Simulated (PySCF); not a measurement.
A made-up structure of LiSi₂H₃, singlet:

| atom | x (Å) | y (Å) | z (Å) |
| --- | --- | --- | --- |
| Li1 | -2.0659 | -0.4468 | -0.6162 |
| Si2 | 0.2217 | -1.3759 | -0.6732 |
| Si3 | 0.3590 | 0.6841 | 0.0750 |
| H4 | 0.6064 | -1.9739 | 0.6668 |
| H5 | 0.0283 | 1.8497 | -0.8117 |
| H6 | 0.5105 | -2.7269 | -1.0013 |

It is relaxed with PBE-D4/def2-SVP and then PBE0-D4/def2-TZVP (PySCF 2.14 with density fitting (its default auxiliary sets; JK sets also for MP2 and CCSD(T))). Atoms count as bonded within 1.22 times the sum of their covalent radii (H–H: 0.88 Å). The end point is not checked to be a true minimum.

(1) Does its bonding change? (Judge from chemistry; the calculation decides.)

Results:

(1) The calculation gives: Yes. Formed: Li1–H5; broken: none.

Where it ends: The first stage lowers the energy by 1.64 eV in 17 steps. It ends as LiSi₂H₃ ([H]1[Li]2[SiH2][Si]12):
Li1  (-1.825, -0.094, -0.843)
Si2  (0.428, -1.302, -0.085)
Si3  (0.166, 0.866, 0.222)
H4  (0.832, -2.252, 0.990)
H5  (-0.293, 0.892, -1.290)
H6  (0.349, -2.095, -1.358)
(Å)

Labels in which every atom is bracketed show which atoms are joined, not bond orders.

For scale, one of the runs: PBE0-D4/def2-TZVP relaxation, 106 basis functions, launched by `OMP_NUM_THREADS=2 python run.py`. The run took 57 s on 2 CPU threads of an Arm Neoverse V1 (shared host), with 1 GiB of host memory at its peak.
